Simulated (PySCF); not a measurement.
Below is a simulated gas-phase C 1s photoelectron spectrum of `C[NH2+]COC`.

Every computed line was given a Gaussian of 1.0 eV full width at half maximum and an area set by the number of equivalent atoms; the highest printed point is 100. Method used: PySCF, delta-SCF UKS SCAN, pcX-2 on the ionised atom, pcseg-1 elsewhere, spin-free X2C.

binding energy (eV), intensity and a bar:
```
    295.0          0 
    295.1          0 
    295.2          1 
    295.3          2 
    295.4          3 #
    295.5          6 ##
    295.6         10 ###
    295.7         17 #####
    295.8         25 #######
    295.9         36 ###########
    296.0         49 ###############
    296.1         62 ###################
    296.2         75 #######################
    296.3         87 ##########################
    296.4         94 ############################
    296.5         97 #############################
    296.6         95 ############################
    296.7         88 ###########################
    296.8         79 ########################
    296.9         69 #####################
    297.0         61 ##################
    297.1         55 #################
    297.2         54 ################
    297.3         58 #################
    297.4         65 ####################
    297.5         75 ######################
    297.6         85 #########################
    297.7         93 ############################
    297.8         99 ##############################
    297.9        100 ##############################
    298.0         98 #############################
    298.1         93 ############################
    298.2         87 ##########################
    298.3         82 #########################
    298.4         80 ########################
    298.5         82 #########################
    298.6         86 ##########################
    298.7         91 ###########################
    298.8         97 #############################
    298.9         99 ##############################
    299.0         99 ##############################
    299.1         93 ############################
    299.2         84 #########################
    299.3         72 #####################
    299.4         58 #################
    299.5         44 #############
    299.6         32 ##########
    299.7         22 #######
    299.8         14 ####
    299.9          9 ###
    300.0          5 #
    300.1          3 #
    300.2          1 
    300.3          1 
    300.4          0
```

Question: Count the maxima, the lines and the sites behind this envelope.

Answer: The curve has 3 maxima (at 296.5, 297.9 and 298.9 eV). Under it lie 3 lines from 3 inequivalent carbon sites.

Question: Decompose the envelope and assign each component. Numbering: `[CH3:1][NH2+:2][CH2:3][O:4][CH3:5]`.

Answer: 
```csv
position (eV),relative area,line,atoms,environment
296.50,1,C 1s,C5,methoxy carbon
297.85,1,C 1s,C1,N-methyl carbon
298.97,1,C 1s,C3,sp3 carbon bound to oxygen
```

Question: What are the centre and the root-mean-square width of the whole band?

Answer: The area-weighted mean of the lines is 297.77 eV. Their own spread about it is 1.01 eV (rms) and each Gaussian has σ = 1.0/2.355 = 0.42 eV; the variances add, which gives 1.10 eV.

Lowest listed C 1s: C5, bonded to O and 3 H. Highest, 2.47 eV above it: C3, bonded to O, N and 2 H.

The curve has no shake-up lines and no vibrational structure. The species carries charge +1, so core ionisation leaves charge +2. Geometry: GFN2-xTB, one conformer, isolated ion.

Shape of the structure used: `[CH3:1][NH2+:2][CH2:3][O:4][CH3:5]`: C1–N2–C3–O4 180°, N2–C3–O4–C5 180°.
